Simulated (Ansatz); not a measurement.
Working through a geometry optimisation of C₄H₅F, SMILES C=CC=CF

Computed with Ansatz 0.2.0, Python API.

Run as a notebook:

In [1]:
```python
import ansatz as az
import numpy as np
```

In [2]:
```python
geometry_ang = [
    ("C", [-1.3533, 1.1823, -0.077]),
    ("C", [-0.1659, 0.7328, 0.0206]),
    ("C", [0.0956, -0.6745, -0.0402]),
    ("C", [1.4357, -1.1603, 0.0794]),
    ("F", [1.5905, -2.5037, 0.0154]),
    ("H", [-2.2691, 0.6036, -0.2232]),
    ("H", [-1.5491, 2.3003, -0.0434]),
    ("H", [0.7083, 1.4419, 0.1468]),
    ("H", [-0.6941, -1.3527, -0.1158]),
    ("H", [2.2845, -0.6209, 0.2404]),
]
molecule = az.Crystal.molecule()
for symbol, xyz in geometry_ang:
    molecule = molecule.atom(symbol, xyz)

calculation = molecule.calculation().basis(gaussian="6-31G*").functional("b3lyp")
symbols = [site.symbol for site in molecule.cartesian_sites]
start = np.array([site.position_ang for site in molecule.cartesian_sites], dtype=float)
def progress(event):
    if event["event"] == "relax_step":
        row = event["data"]
        print(f"step {row['step']:3d}  E = {row['lagrangian_ev']:.6f} eV  max force {row['allowed_force_max_ev_ang']:.4f} eV/A")
```

In [3]:
```python
rep = calculation.relax(force_tolerance=0.01, max_steps=100).session().plan().execute(on_event=progress).report
end = np.array(rep["positions_ang"])

print("reference energy %16.6f eV" % rep["reference_energy_ev"])
print("total energy     %16.6f eV" % rep["free_energy_ev"])
print("occupied (up, down):", rep["n_occupied"], " virtual:", rep["n_virtual"], " frozen:", rep["n_frozen"])
```
```text
step   1  E = -6944.297314 eV  max force 7.1425 eV/A
step   2  E = -6944.909435 eV  max force 1.9002 eV/A
step   3  E = -6944.936303 eV  max force 0.4971 eV/A
step   4  E = -6944.962457 eV  max force 0.4266 eV/A
step   5  E = -6944.964608 eV  max force 0.2613 eV/A
step   6  E = -6944.959144 eV  max force 0.7199 eV/A
step   7  E = -6944.965692 eV  max force 0.0111 eV/A
step   8  E = -6944.965762 eV  max force 0.0049 eV/A
reference energy     -6944.965944 eV
total energy         -6944.965944 eV
occupied (up, down): [19, 19]  virtual: [66, 66]  frozen: 0
```

In [4]:
```python
print("bond        before    after (A)")
for i, j in [(0, 1), (0, 5), (0, 6), (1, 2), (1, 7), (2, 3), (2, 8), (3, 4), (3, 9)]:
    d0, d1 = (np.linalg.norm(xyz[i] - xyz[j]) for xyz in (start, end))
    print(f"{symbols[i]}{i}-{symbols[j]}{j}".ljust(10), f"{d0:8.4f} {d1:8.4f}")
```
```text
bond        before    after (A)
C0-C1        1.2734   1.3407
C0-H5        1.0931   1.0875
C0-H6        1.1355   1.0855
C1-C2        1.4327   1.4543
C1-H7        1.1327   1.0903
C2-C3        1.4304   1.3354
C2-H8        1.0437   1.0881
C3-F4        1.3538   1.3456
C3-H9        1.0185   1.0867
```

Total energies depend on the basis set; only differences at equal settings carry meaning. The end point is the stationary point reached from this start; no frequency run checks that it is a minimum, and the basis set is modest. b3lyp holds the VWN-RPA fit, as in Gaussian; the form of ORCA and Turbomole is b3lyp5. Timing: 21 s on 1 thread of Intel(R) Xeon(R) 6975P-C (Granite Rapids), on a shared host, peak memory 0.24 GiB.

(Lines on the test bed's own set-up are left out of the output.)
